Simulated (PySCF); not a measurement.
thioformaldehyde: calculation against experiment

**Experimental background.**

From NIST CCCBDB Release 22 (SRD 101), experimental dipoles, for the gas: dipole moment 1.647 ± 0.0014 D.

How close the calculation comes is told at the end.

Thioformaldehyde, CH2S.
SMILES with atom numbers: `[CH2:1]=[S:2]` (hydrogens: H3, H4 on C1)

Cartesian coordinates in Å at the PBE/def2-TZVP level; atoms count from 1:
```
atom  x, y, z in Å
C1    -0.1088    0.0010   -0.0047
S2     1.4981   -0.0568    0.1282
H3    -0.6256    0.8215   -0.5210
H4    -0.7604   -0.7778    0.4148
```

The PySCF runs (gas phase, on this PBE/def2-TZVP geometry; no spin–orbit coupling):

```json
{"level": "PBE/def2-TZVP, grid level 1", "job": "geometry optimisation from a GFN2-xTB start", "basis functions": "80", "wall time": "3.4 s"}
```

Hardware: an Arm Neoverse V1 with one thread, on a shared host.

## Comparison

**Dipole moment.** Measured: 1.647 D (NIST CCCBDB Release 22 (SRD 101), experimental dipoles).

| level | computed (D) | computed − measured (D) | % (from the printed values) |
| --- | --- | --- | --- |
| PBE/def2-TZVP | 1.635 | -0.012 | -1 |

The computed dipoles belong to one fixed geometry; measured ones are averaged over vibrations unless marked μe. Magnitudes are compared, not signs.

The geometry is computed, not the measured one. Where a level misses, the cause wasn't examined.
